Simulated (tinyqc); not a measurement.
Orbital energy against energy difference: ionisation energy by orbital energies and by energy differences in the cc-pvdz basis, for HF, spin multiplicity 1. Computed by the program tinyqc with PySCF. 

Geometry (angstrom):
```
atom       x       y       z
F     0.0000  0.0000  0.0000
H     0.0000  0.0000  0.7880
```

CCSD(T) difference in the same basis = 15.9928 eV

IP-EOM-CCSD = 15.7670 eV

The cation is unrestricted; errors are against CCSD(T) in this basis, not against experiment.

First vertical ionisation energy (eV):
```
method     -e(HOMO)  E(cation) - E  error of -e(HOMO)  error of the difference
HF          17.5036      14.749436             1.5108                  -1.2434
LDA          8.7970      16.755246            -7.1957                   0.7625
PBE          8.6443      16.309618            -7.3484                   0.3168
B3LYP       10.7021      16.373740            -5.2907                   0.3809
PBE0        11.1522      16.245446            -4.8406                   0.2527
CAM-B3LYP   12.6598      16.370962            -3.3330                   0.3782
LC-wPBE     14.0113      16.431016            -1.9815                   0.4382
```

Koopmans errs by +1.51 eV and Delta-HF by -1.24 eV: relaxation, 2.75 eV, lowers the value and the missing correlation difference works against it. The PBE level is off by -7.3 eV through the wrong tail of its potential, though its energy difference is off by +0.32 eV; exact exchange deepens the level, and among the orbital energies HF comes closest; among the differences PBE0 does.
